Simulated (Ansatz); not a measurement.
Input file:

```yaml
crystal:
  periodic: [false, false, false]
  atoms:
    - {symbol: N, position_ang: [0.000000, 0.119658, 0.676420]}
    - {symbol: N, position_ang: [0.000000, -0.060594, -0.755487]}
    - {symbol: H, position_ang: [0.000000, -0.820779, 1.098745]}
basis:
  gaussian: {orbitals: cc-pVDZ}
magnetization: {spin_polarized: false, initial_magnetization: 3}
correlation: {active_space: {ras: {orbitals: [4, 3, 24], electrons: 11, max_holes: 2, max_particles: 2}, fixed_orbitals: true}}
```

```sh
$ ansatz run in.yaml --threads 1 --pin off --events-out ev --progress --plain --max-ram 2816MiB --backend cpu
```

Output:

```
320 factors; integrals over basis functions are off by at most 9.7e-4 eV
mean field evaluation 1: about -2973.9494 eV, gradient 1.3e1 eV
mean field evaluation 2: about -2973.9513 eV, gradient 1.3e1 eV
mean field evaluation 4: about -2975.0188 eV, gradient 1.7e0 eV
mean field evaluation 8: about -2975.0449 eV, gradient 1.4e-3 eV
mean field evaluation 16: about -2974.8842 eV, gradient 2.1e0 eV
mean field -2975.04488026 eV, -109.3308827916 hartree, gradient 3.3e-6 eV, S^2 3.750000; 2 other end points of the search recorded, 0 dependent functions left out
reference -2975.04488026 eV, -109.3308827916 hartree; 9, 6 occupied and 24, 27 virtual orbitals, 320 factors
state -2982.01712473 eV, -109.5871080500 hartree
Total energy: -2982.01712473 eV, -109.5871080500 hartree
```

Natural occupations: 1.9810 1.9730 1.9671 1.9535 0.9982 0.9974 0.9910 0.0398 0.0207 0.0105 0.0085 0.0069 0.0062 0.0057 0.0050 0.0045 0.0043 0.0039 0.0039 0.0035 0.0034 0.0028 0.0023 0.0020.

For the same geometry and basis UCCSDTQ lies 629.8 meV lower.

Ran on 1 thread of AMD EPYC 7R13, shared host: 1.8 s wall, 0.1 GiB peak host memory.
